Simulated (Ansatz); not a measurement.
# [SiH3···H···N], quartet: transfer scan

Starting geometry:

```xyz
6

Si   -0.9739    0.0000    0.0000
H    -1.4688    1.3997    0.0000
H    -1.4688   -0.6999    1.2122
H    -1.4688   -0.6999   -1.2122
H     0.5107    0.0000    0.0000
N     2.2331    0.0000    0.0000
```

From there H5 is moved from one fragment to the other while all else, the fragments' distance too, stays fixed, so the hump isn't the reaction's barrier; atoms are numbered as listed. Energies are in kcal/mol, counted from the starting geometry at the same level. Kohn–Sham curves are unrestricted where that lies lower.

Basis cc-pVDZ; Ansatz 0.2.0. Correlated methods freeze the noble-gas cores. Prefix R: restricted or restricted open-shell reference; prefix U: unrestricted.

In so small a basis the reference is far from its limit while semilocal and hybrid functionals are nearer theirs (RPA and double hybrids share much of the reference's basis error), so the functionals' errors here hold much of the reference's basis and frozen-core error, which can add to them or hide them.

Full CI isn't at hand for all of this; UCCSDT(Q) serves as the reference, and is uncertain by about the last step of the cluster series.

```tsv
distance Si1-H5 (Å)	UCCSDT(Q)	PBE	revPBE	r2SCAN	PBE0	B3LYP	BHLYP	wB97M-V	B2PLYP	RPA-PBE
1.381	1.0	3.7	3.5	2.7	2.6	2.4	1.3	1.6	1.6	0.9
1.485	0.0	0.0	0.0	0.0	0.0	0.0	0.0	0.0	0.0	0.0
1.582	3.2	0.0	0.2	1.0	1.3	1.4	2.7	2.3	2.4	3.0
1.680	8.4	1.4	1.7	3.4	4.1	4.2	7.2	6.4	6.5	7.4
1.777	13.2	2.6	3.1	5.7	6.7	6.8	11.4	10.1	10.1	11.2
1.875	15.9	2.7	3.3	6.6	7.5	7.7	13.3	11.7	11.7	12.8
1.972	15.4	1.6	2.1	5.8	6.2	6.7	12.3	10.6	10.6	12.0
2.070	13.4	0.4	0.8	4.3	4.1	4.9	9.6	8.3	8.3	10.2
2.167	13.3	1.8	2.1	5.0	4.3	5.4	8.7	8.4	8.1	10.5
```
